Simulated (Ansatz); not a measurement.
# Ansatz input wanted

COF: 3 atoms, total charge 0, spin state doublet. Geometry: optimised at wB97X-V/def2-SVP.

```xyz
3

O     1.0772   -1.3870    0.6950
C     0.0853   -0.8183    0.4466
F    -1.1492   -1.1900    0.7346
```

Settings wanted:

* basis set: def2-SVP
* integral approximation: automatic
* task: energy
* method: DFT
* functional: SVWN5
* dispersion: none
* reference: UKS
* relativity: none
* accuracy: medium
* broken bond: (4, 2)

**Question.** Write the Ansatz 0.2.0 input and the command.

**Answer.** One that was run (others would do as well):

run.yaml:
```yaml
crystal:
  periodic: [false, false, false]
  atoms:
    - {symbol: O, position_ang: [1.077152, -1.386967, 0.694983]}
    - {symbol: C, position_ang: [0.085342, -0.818348, 0.446589]}
    - {symbol: F, position_ang: [-1.149174, -1.189975, 0.734578]}
basis:
  gaussian:
    orbitals: def2-SVP
magnetization:
  spin_polarized: true
  initial_magnetization: 1
hamiltonian:
  xc: {name: SVWN5}
```

```bash
$ ansatz run run.yaml --threads 1 --pin off --max-ram 3480MiB --events-out events.jsonl --progress --plain --runs-dir runs
```

Calculated total energy: -211.43334 Eh.
